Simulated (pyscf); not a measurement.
PySCF, gas phase, ωB97X-D3(BJ)/def2-SVP geometries.

Estimate the classical barrier height and the reaction energy of O=Cr(=O)(F)–F + hydrogen fluoride (HF) → O=Cr(OH)(F)(F)–F at ωB97M-D3(BJ)/def2-TZVP. The step runs on the singlet surface, breaks F–H and forms Cr–F, H–O; take the separated reactants as zero.

ΔE‡ = 31.8 kcal/mol, ΔE = +20.4 kcal/mol. Zero-point energy shifts the barrier by +0.1 kcal/mol. It is an addition across a multiple bond or ene-type step, with an imaginary mode of 946i cm⁻¹. One saddle was located; it need not be the lowest between these sides.
